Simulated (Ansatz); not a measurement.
A nudged elastic band was laid between two geometries of C2H3F2 (7 atoms, charge 1, multiplicity 1).

Level of theory: RKS r2SCAN/def2-SVP in Ansatz 0.2.0.

| Quantity | Value |
| --- | --- |
| movable images | 7 |
| climbing image | yes |
| spring | 5.0 eV/Å² |
| optimiser | quadratic models (default) |
| start path | IDPP |
| force threshold | 0.05 eV/Å |
| iteration limit | 49 |
| end points | relaxed |

First end point:

```xyz
7
Properties=species:S:1:pos:R:3
F -1.363 0.475 -1.065
C -0.331 0.639 -0.382
C 0.271 -0.478 0.302
F -0.359 -1.633 0.134
H 0.071 1.669 -0.343
H 1.346 -0.502 -0.026
H 0.363 -0.171 1.380
```

Last end point:

```xyz
7
Properties=species:S:1:pos:R:3
F 0.084 1.750 -0.356
C -0.391 0.592 -0.413
C 0.269 -0.482 0.301
F -0.346 -1.653 0.149
H -1.309 0.469 -1.022
H 1.340 -0.505 -0.037
H 0.354 -0.170 1.377
```

Question: What changes between the two ends?

Answer: No bond is made or broken. The dihedral F1–C2–C3–F4 goes from 0 to -180°.

Question: Give the energies along the band, and the barrier.

Answer: The run converged. The highest image is number 3 of 0 to 8, 0.51 eV above the first end and 0.43 eV above the last; the last end lies 0.08 eV above the first. A vibrational analysis at the climbing image gives one clearly imaginary mode, 298i cm⁻¹: a first-order saddle point.

```tsv
image	path coordinate (Å)	energy (eV)	dihedral F1–C2–C3–F4 (°)
0	0.00	0.00	0
1	0.50	0.08	-20
2	0.99	0.36	-43
3	1.49	0.51	-67
4	1.98	0.43	-87
5	2.46	0.41	-110
6	2.96	0.31	-135
7	3.45	0.13	-162
8	3.94	0.08	-180
```

Question: What is the geometry of the highest image?

Answer: 
```xyz
7
Properties=species:S:1:pos:R:3:forces:R:3
F -0.695 0.447 -1.538 0.00 0.00 -0.01
C -0.317 0.661 -0.371 0.00 -0.01 0.02
C 0.391 -0.437 0.344 -0.02 -0.01 -0.01
F -0.677 -1.308 0.423 0.01 0.01 0.00
H -0.651 1.627 0.057 0.00 0.00 0.00
H 1.217 -0.856 -0.261 0.00 0.00 0.01
H 0.731 -0.134 1.346 0.00 0.00 0.00
```

Question: What are the harmonic wavenumbers there?

Answer: 298i, 226, 484, 934, 967, 1063, 1135, 1210, 1336, 1386, 1447, 1576, 3043, 3122, 3162 cm⁻¹.

Run time: 6 min on 1 thread of AMD EPYC (Zen 3), with other jobs on the host, peak memory 0.14 GiB.
